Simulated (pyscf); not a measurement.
A first-order saddle from PySCF, ωB97X-D3(BJ)/def2-SVP:

```
O
H 1 0.9680
H 1 1.2081 2 111.29
Cl 3 1.5481 1 151.10 2 -116.39
Ge 1 1.9200 2 114.45 3 -101.57
H 5 1.5417 1 100.30 2 -151.99
H 5 1.5649 6 110.81 1 -102.98
```
Charge 0, spin multiplicity 2.

Surface: doublet, charge 0. Lowest wavenumbers (cm⁻¹): 724i, 180, 227, 409, 501.

Name the species on either side of this saddle.

Cl–GeH₂• (SMILES [Cl][GeH2]) + H₂O (SMILES O) ⇌ HO–GeH₂• (SMILES [OH][GeH2]) + HCl (SMILES Cl), a four-centre exchange read from left to right: Cl–Ge, H–O broken and Ge–O, Cl–H formed. At CCSD(T)/def2-TZVPP + ΔMP2(QZVPP) it lies +17.8 kcal/mol from the left side and +5.6 kcal/mol from the right (each side as separated species at their lowest minima found). On the reactant side the descent ends in a complex, 4.1 kcal/mol under the separated species and 19.7 kcal/mol under the saddle at ωB97X-D3(BJ)/def2-TZVP. On the product side the descent ends in a complex, 6.3 kcal/mol under the separated species and 8.3 kcal/mol under the saddle at ωB97X-D3(BJ)/def2-TZVP. At ωB97X-D3(BJ) the barrier from the zero used here is 15.6 kcal/mol. One saddle was located; it need not be the lowest between these sides. The CCSD(T) − MP2 part came from Ansatz, without density fitting, on the same reference. The frozen core leaves the outer d or s,p core shells of the metals and heavy elements correlated in the MP2 and CC values, and def2-TZVPP describes them poorly, which can shift differences by a few kcal/mol. Elements up to Kr have no core potential and no relativistic terms here.
